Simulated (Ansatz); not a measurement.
# C4H4O2: a ladder of functionals and wavefunction methods

How much do the methods differ for C4H4O2? The plan is to run it at one geometry with functionals of several rungs and with coupled cluster, and see how far each lands from CCSD(T) at the basis-set limit for the atomisation energy.

Computed with Ansatz 0.2.0, Gaussian basis. Level: functionals in def2-TZVPP, the program's frozen cores in correlated methods.

Plan: PBE-D4, r2SCAN-D4, PBE0-D4, B3LYP-D4, ωB97X-V, ωB97M-V, B2PLYP; CCSD(T)/def2-TZVPP; MP2/def2-QZVPP; extrapolation to the limit.

## Step 1: The geometry

An earlier PBE0-D4 in a triple-zeta def2 set relaxation fixed the geometry.

SMILES `C#CCC(=O)O`, 10 atoms, charge 0, spin multiplicity 1.

Atoms are counted from 1 here; the program's logs count them from 0.

Bond lengths: C1–C2 1.199 Å, C1–H7 1.064 Å, C2–C3 1.448 Å, C3–C4 1.515 Å, C3–H8 1.094 Å, C3–H9 1.095 Å, C4–O5 1.199 Å, C4–O6 1.334 Å, O6–H10 0.968 Å. Angles: C2–C1–H7 179.4°, C1–C2–C3 178.7°, C2–C3–C4 117.3°, C2–C3–H8 110.8°, C2–C3–H9 110.4°, C4–C3–H8 106.2°, C4–C3–H9 105.9°, H8–C3–H9 105.5°, C3–C4–O5 122.6°, C3–C4–O6 113.8°, O5–C4–O6 123.6°, C4–O6–H10 106.5°.

## Step 2: PBE-D4 (GGA)

File in.yaml:

```yaml
crystal:
  periodic: [false, false, false]
  atoms:
    - {symbol: C, position_ang: [1.374682, -1.873417, -0.237477]}
    - {symbol: C, position_ang: [0.467008, -1.153506, 0.069583]}
    - {symbol: C, position_ang: [-0.646512, -0.310425, 0.453385]}
    - {symbol: C, position_ang: [-0.622644, 1.128768, -0.018536]}
    - {symbol: O, position_ang: [-1.544008, 1.878287, 0.148431]}
    - {symbol: O, position_ang: [0.516124, 1.481022, -0.617814]}
    - {symbol: H, position_ang: [2.185837, -2.504018, -0.514815]}
    - {symbol: H, position_ang: [-1.592034, -0.731525, 0.099565]}
    - {symbol: H, position_ang: [-0.734303, -0.267321, 1.544440]}
    - {symbol: H, position_ang: [0.421151, 2.412635, -0.863463]}
basis:
  gaussian: {orbitals: def2-TZVPP}
hamiltonian: {xc: pbe, dispersion: d4}
output: {forces: true, orbitals: {seedname: orbitals}}
```

The run is started by

```
$ ansatz run in.yaml --threads 4 --pin off --events-out ev --progress --plain --max-ram 10444MiB
```

The runs that follow: r2SCAN-D4 (meta-GGA); PBE0-D4 (hybrid); B3LYP-D4 (hybrid); ωB97X-V (range-separated); ωB97M-V (range-separated); B2PLYP (double hybrid); CCSD(T) in def2-TZVPP; MP2 in def2-QZVPP.

**Question.** What will the summary of the whole plan be? Wanted: atomisation energy, CCSD(T)/CBS; farthest; mean size of error, hybrid; mean size of error, range-separated; gap, smallest and largest; T1 diagnostic; triples share of the correlation energy.

The runs gave:

| quantity | value |
| --- | --- |
| atomisation energy, CCSD(T)/CBS | 4528.4 kJ/mol |
| functionals within 22.6 kJ/mol (0.5 %) | B3LYP-D4, ωB97X-V |
| farthest | PBE-D4 (+199.9 kJ/mol) |
| mean size of error, hybrid | 26.4 kJ/mol |
| mean size of error, range-separated | 14.3 kJ/mol |
| gap, smallest and largest | 5.27 eV (PBE-D4), 12.64 eV (ωB97X-V) |
| T1 diagnostic | 0.0147 |
| triples share of the correlation energy | 4.4 % |

What this shows: PBE-D4 misses by +199.9 kJ/mol. Double hybrids carry the basis error of their MP2 part in triple zeta, and no dispersion term here, so their miss is partly the set-up's. Misses under about 22.6 kJ/mol are within the doubt on the reference itself, which lacks core-valence correlation, relativity and higher excitations. Hartree-Fock recovers 70 % of the binding; the rest is correlation. Orbital gaps span 5.3 to 12.6 eV; exact exchange widens them.
